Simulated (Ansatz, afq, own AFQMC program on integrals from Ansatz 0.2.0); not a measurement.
# SiH4O, singlet: AFQMC among the cluster methods

```xyz
6

Si    0.0092   -0.0274    0.5598
O     0.0092    0.0940   -1.0836
H     1.2128   -0.7488    1.0576
H     0.0092    1.3625    1.0698
H    -1.1944   -0.7488    1.0576
H    -0.4306   -0.5944   -1.5830
```

Connectivity, by distances: SiH3–OH.

Basis 6-31G. Noble-gas cores (and the filled d shells of Ga–Kr and In–Xe) are frozen. Integrals, coupled cluster, full CI and functionals: Ansatz 0.2.0; the random walks run on the same integrals in our own AFQMC program. The CISD trial takes its coefficients from CCSD amplitudes. Released means that phaseless walkers are propagated on without the constraint, phases kept. Free AFQMC starts from the CCSD state and is never constrained. Its projection time is finite, and what remains of the start isn't in its error. Error bars are statistical, one sigma.

Determinant: RHF, the one that the program's search chose, which needn't be the lowest solution. The geometry is a point of a scan.

No full CI on the walks' own integrals is used here. The released AFQMC energy serves as the reference, which it does only where one determinant dominates, the energy is flat over the last release times and near the phaseless one (40 meV or 2 meV an electron, half that with transition metals). On small molecules, where full CI could be run and the noise was under 10 meV, such values lay within 10 meV of it in 19 cases of 20, a flattering rate, since the rule was set on those same cases; what remains of the bias isn't in the error bar.

Cautions: the released value is read at 2.40 1/Eh (meV from the phaseless value at times in 1/Eh: -9 ± 6 at 0.24, -1 ± 6 at 0.51, -5 ± 6 at 0.99, -2 ± 7 at 1.62, -13 ± 6 at 2.40).

- T1 diagnostic: 0.0107
- weight of the determinant in the CISD state: 0.916
- size of the correlated space: 14 electrons in 24 orbitals

```
  level  correlation energy (eV)
    MP2                  -4.8903
   CCSD                  -5.4178
CCSD(T)                  -5.4892
```

Problem. Estimate where AFQMC with the constraint released lies against CCSD(T) on the same integrals.

Solution. 32.9 ± 6.5 meV below CCSD(T).

Reference: AFQMC with the constraint released, correlation energy -5.522 ± 0.006 eV.

| level | E − E(reference) (meV) | share of correlation (%) |
| --- | --- | --- |
| CCSD(T) | 32.9 ± 6.5 | 99.40 |
| ph-AFQMC/HF | -79.7 ± 40.0 | 101.44 |
| ph-AFQMC/CISD | 13.0 ± 10.3 | 99.77 |
| free AFQMC | 8.7 ± 12.0 | 99.84 |

Free projections are given only where their last times agree within the noise and don't stop above the reference; a slow remainder of the start can still hide under it. Released energies are given only where the last usable release times agree within the noise; a slower fall can still hide under it.
